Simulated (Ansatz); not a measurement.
Mulliken charges of C2H5F, SMILES `CCF` from r2SCAN/def2-TZVPP in Ansatz (PBE0-D4/def2-TZVP geometry).

```tsv
atom	x (Å)	y (Å)	z (Å)	charge (e)
C1	-0.432	0.567	-0.265	-0.117
C2	0.378	-0.599	0.231	0.184
F3	1.663	-0.186	0.546	-0.256
H4	-1.444	0.237	-0.513	0.036
H5	0.019	0.999	-1.160	0.049
H6	-0.500	1.343	0.500	0.049
H7	0.464	-1.381	-0.530	0.028
H8	-0.056	-1.036	1.135	0.028
```

Question: By hand: the dipole of these point charges (1 e Å = 4.8032 D).

Answer: Σ q r = (-0.370, -0.073, -0.100) e Å, of length 0.390 e Å = 1.87 D.

Question: How does the dipole of the full density compare? (Estimate.)

Answer: Ansatz gave: (-0.361, -0.069, -0.098) e Å, 1.83 D; the point charges give 1.02 times that, at 0° from its direction.

Point charges leave out the atoms' own dipoles, such as those of lone pairs, and Mulliken's split depends on the basis, so the close match here is no proof of good charges.
